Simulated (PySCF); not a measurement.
PySCF input file for hydrogen isocyanide (CHN), SMILES [C-]#[NH+], TDA-LC-ωPBE/def2-TZVPD. Coordinates come from a B3LYP-D3(BJ)/def2-TZVPD optimisation.

```python
import numpy as np
from pyscf import gto, scf, dft, tdscf

mol = gto.M(
    atom='''
    C     0.00000000    0.00000000    0.73650414
    N     0.00000000    0.00000000   -0.42765133
    H     0.00000000    0.00000000   -1.42546557
    ''',
    basis='def2-TZVPD',
    charge=0,
    spin=0,
    symmetry=True,
    symmetry_subgroup='C2v',
    max_memory=1600,
    verbose=4,
)
mf = dft.RKS(mol, xc='lc_wpbe').density_fit(auxbasis='def2-universal-jkfit')
mf.grids.level = 3
mf.conv_tol = 1e-9
mf.max_cycle = 100
mf.kernel()
mf.grids = dft.Grids(mol).set(level=1).build(with_non0tab=True)  # coarser grid for the response kernel
td = tdscf.TDA(mf)
td.singlet = True
td.nstates = 10
td.conv_tol = 1e-4
td.positive_eig_threshold = 1e-6
td.kernel(x0=td.get_init_guess(mf, 15))
td.analyze()
tt = tdscf.TDA(mf)
tt.singlet = False
tt.nstates = 4
tt.conv_tol = 1e-4
tt.positive_eig_threshold = 1e-6
tt.kernel(x0=tt.get_init_guess(mf, 9))
tt.analyze(verbose=3)
```

It prints:

```
PySCF version 2.14.0

[INPUT] verbose = 4
[INPUT] num. atoms = 3
[INPUT] num. electrons = 14
[INPUT] charge = 0
[INPUT] spin (= nelec alpha-beta = 2S) = 0
[INPUT] symmetry True subgroup C2v
[INPUT] Mole.unit = angstrom
[INPUT] Symbol           X                Y                Z      unit          X                Y                Z       unit  Magmom
[INPUT]  1 C      0.000000000000   0.000000000000   0.736504140000 AA    0.000000000000   0.000000000000   1.391791114208 Bohr   0.0
[INPUT]  2 N      0.000000000000   0.000000000000  -0.427651330000 AA    0.000000000000   0.000000000000  -0.808143890506 Bohr   0.0
[INPUT]  3 H      0.000000000000   0.000000000000  -1.425465570000 AA    0.000000000000   0.000000000000  -2.693739527297 Bohr   0.0

nuclear repulsion = 24.2724253881817
point group symmetry = Coov, use subgroup C2v
symmetry origin: [ 0.00000000e+00  0.00000000e+00 -5.39921755e-09]
symmetry axis x: [1. 0. 0.]
symmetry axis y: [0. 1. 0.]
symmetry axis z: [0. 0. 1.]
num. orbitals of irrep A1 = 39
num. orbitals of irrep A2 = 8
num. orbitals of irrep B1 = 18
num. orbitals of irrep B2 = 18
number of shells = 31
number of NR pGTOs = 115
number of NR cGTOs = 83
basis = def2-TZVPD
ecp = {}


******** <class 'pyscf.df.df_jk.DFSymAdaptedRKS'> ********
method = DFSymAdaptedRKS
initial guess = minao
damping factor = 0
level_shift factor = 0
DIIS = <class 'pyscf.scf.diis.CDIIS'>
diis_start_cycle = 1
diis_space = 8
diis_damp = 0
SCF conv_tol = 1e-09
SCF conv_tol_grad = None
SCF max_cycles = 100
direct_scf = False
XC library pyscf.dft.libxc version 7.1.2
    S. Lehtola, C. Steigemann, M. J. T. Oliveira, and M. A. L. Marques,  SoftwareX 7, 1–5 (2018)
XC functionals = lc_wpbe
    O. A. Vydrov and G. E. Scuseria,  J. Chem. Phys. 125, 234109 (2006)
radial grids:
    Treutler-Ahlrichs [JCP 102, 346 (1995); DOI:10.1063/1.469408] (M4) radial grids

becke partition: Becke, JCP 88, 2547 (1988); DOI:10.1063/1.454033
pruning grids: <function nwchem_prune>
grids dens level: 3
symmetrized grids: True
atomic radii adjust function: <function treutler_atomic_radii_adjust>
small_rho_cutoff = 0
Freeze 0 electrons in irreps []
    14 free electrons in irreps A1 A2 B1 B2
Set gradient conv threshold to 3.16228e-05
Initial guess from minao.
tot grids = 37832
Create RSH-DF object <pyscf.df.df.DF object> for omega=0.4
******** <class 'pyscf.df.df.DF'> ********
auxbasis = auxmol.basis = def2-universal-jkfit
init E= -93.4428579935122
HOMO (A1) = -0.365080828259494  LUMO (B2) = 0.0141564213434709  gap/eV = 10.31957
cycle= 1 E= -93.3587772774974  delta_E= 0.0841  |g|= 0.191  |ddm|= 1.33
HOMO (A1) = -0.433589004349002  LUMO (A1) = 0.0662082841182041  gap/eV = 13.60018
cycle= 2 E= -93.3667306651932  delta_E= -0.00795  |g|= 0.0584  |ddm|= 0.209
HOMO (A1) = -0.450742462155169  LUMO (A1) = 0.0691837749340962  gap/eV = 14.14791
cycle= 3 E= -93.3673740186477  delta_E= -0.000643  |g|= 0.0245  |ddm|= 0.0478
HOMO (A1) = -0.450233168796053  LUMO (A1) = 0.0703288011997572  gap/eV = 14.16521
cycle= 4 E= -93.3674715259445  delta_E= -9.75e-05  |g|= 0.0115  |ddm|= 0.0182
HOMO (A1) = -0.448202105143693  LUMO (A1) = 0.0697652008836016  gap/eV = 14.09461
cycle= 5 E= -93.3675004980083  delta_E= -2.9e-05  |g|= 0.00257  |ddm|= 0.00723
HOMO (A1) = -0.448823869743869  LUMO (A1) = 0.0696908364509099  gap/eV = 14.10950
cycle= 6 E= -93.3675027420731  delta_E= -2.24e-06  |g|= 0.000249  |ddm|= 0.00384
HOMO (A1) = -0.448800562135851  LUMO (A1) = 0.0696578613035754  gap/eV = 14.10797
cycle= 7 E= -93.367502799454  delta_E= -5.74e-08  |g|= 5.05e-05  |ddm|= 0.000732
HOMO (A1) = -0.448816541630933  LUMO (A1) = 0.0696567458659274  gap/eV = 14.10838
cycle= 8 E= -93.3675028008213  delta_E= -1.37e-09  |g|= 4.58e-06  |ddm|= 0.000145
HOMO (A1) = -0.448816397226842  LUMO (A1) = 0.0696568304067569  gap/eV = 14.10838
cycle= 9 E= -93.3675028008334  delta_E= -1.21e-11  |g|= 7.81e-07  |ddm|= 2.91e-05
HOMO (A1) = -0.448816627536146  LUMO (A1) = 0.069656873013507  gap/eV = 14.10838
Extra cycle  E= -93.3675028008334  delta_E= -2.84e-14  |g|= 6.16e-07  |ddm|= 3.03e-06
converged SCF energy = -93.3675028008334
tot grids = 12776
Overwritten attributes  positive_eig_threshold  of <class 'pyscf.tdscf.rks.TDA'>


******** <class 'pyscf.tdscf.rks.TDA'> for <class 'pyscf.df.df_jk.DFSymAdaptedRKS'> ********
nstates = 10 singlet
deg_eia_thresh = 1.000e-03
wfnsym = None
conv_tol = 0.0001
eigh lindep = 1e-12
eigh level_shift = 0
eigh max_cycle = 100


Excitation energies (eV)
[ 8.52250931  8.52250931  8.5387859   8.89893155  8.89894833  9.82441531
 10.21949856 10.38861053 10.38861053 11.67386718]

** Singlet excitation energies and oscillator strengths **
Excited State   1:   B2      8.52251 eV    145.48 nm  f=0.1186
       7 -> 10       -0.69076
Excited State   2:   B1      8.52251 eV    145.48 nm  f=0.1186
       7 -> 9        -0.69076
Excited State   3:   A2      8.53879 eV    145.20 nm  f=0.0000
       5 -> 10        0.48851
       6 -> 9        -0.48851
Excited State   4:   A1      8.89893 eV    139.32 nm  f=0.0000
       5 -> 9         0.49102
       6 -> 10       -0.49102
Excited State   5:   A2      8.89895 eV    139.32 nm  f=0.0000
       5 -> 10        0.49102
       6 -> 9         0.49102
Excited State   6:   A1      9.82442 eV    126.20 nm  f=0.0008
       7 -> 8        -0.64669
       7 -> 11       -0.23180
Excited State   7:   A1     10.21950 eV    121.32 nm  f=0.2048
       7 -> 8        -0.23807
       7 -> 11        0.65165
Excited State   8:   B2     10.38861 eV    119.35 nm  f=0.0339
       6 -> 8         0.68654
       6 -> 17        0.11687
Excited State   9:   B1     10.38861 eV    119.35 nm  f=0.0339
       5 -> 8         0.68654
       5 -> 17        0.11687
Excited State  10:   B2     11.67387 eV    106.21 nm  f=0.0834
       6 -> 11        0.62490
       6 -> 12        0.28388
       6 -> 23        0.10501

** Transition electric dipole moments (AU) **
state          X           Y           Z        Dip. S.      Osc.
  1         0.0000     -0.7537      0.0000      0.5680      0.1186
  2        -0.7537     -0.0000      0.0000      0.5680      0.1186
  3         0.0000      0.0000      0.0000      0.0000      0.0000
  4        -0.0000      0.0000     -0.0000      0.0000      0.0000
  5        -0.0000     -0.0000      0.0000      0.0000      0.0000
  6         0.0000      0.0000     -0.0564      0.0032      0.0008
  7         0.0000     -0.0000      0.9044      0.8179      0.2048
  8        -0.0000      0.3651      0.0000      0.1333      0.0339
  9         0.3651      0.0000      0.0000      0.1333      0.0339
 10        -0.0000      0.5399     -0.0000      0.2915      0.0834

** Transition velocity dipole moments (imaginary part, AU) **
state          X           Y           Z        Dip. S.      Osc.
  1        -0.0000     -0.0655      0.0000      0.0043      0.0091
  2        -0.0655     -0.0000     -0.0000      0.0043      0.0091
  3         0.0000      0.0000      0.0000      0.0000      0.0000
  4        -0.0000      0.0000     -0.0000      0.0000      0.0000
  5        -0.0000     -0.0000     -0.0000      0.0000      0.0000
  6         0.0000      0.0000     -0.0216      0.0005      0.0009
  7         0.0000     -0.0000      0.3261      0.1063      0.1887
  8        -0.0000      0.1600      0.0000      0.0256      0.0447
  9         0.1600     -0.0000      0.0000      0.0256      0.0447
 10        -0.0000      0.1984     -0.0000      0.0394      0.0612

** Transition magnetic dipole moments (imaginary part, AU) **
state          X           Y           Z
  1        -1.3526     -0.0000     -0.0000
  2         0.0000      1.3526      0.0000
  3         0.0000     -0.0000      0.0000
  4         0.0000      0.0000     -0.0000
  5         0.0000     -0.0000      0.0000
  6         0.0000      0.0000     -0.0000
  7         0.0000      0.0000      0.0000
  8        -0.0402     -0.0000     -0.0000
  9        -0.0000      0.0402     -0.0000
 10         0.0714     -0.0000     -0.0000


******** <class 'pyscf.tdscf.rks.TDA'> for <class 'pyscf.df.df_jk.DFSymAdaptedRKS'> ********
nstates = 4 triplet
deg_eia_thresh = 1.000e-03
wfnsym = None
conv_tol = 0.0001
eigh lindep = 1e-12
eigh level_shift = 0
eigh max_cycle = 100


Excitation energies (eV)
[5.84206524 5.84206524 7.09956037 7.65224293]

** Triplet excitation energies and oscillator strengths **
Excited State   1:   B2      5.84207 eV    212.23 nm  f=0.0000
Excited State   2:   B1      5.84207 eV    212.23 nm  f=0.0000
Excited State   3:   A1      7.09956 eV    174.64 nm  f=0.0000
Excited State   4:   A1      7.65224 eV    162.02 nm  f=0.0000
```

The run converged.
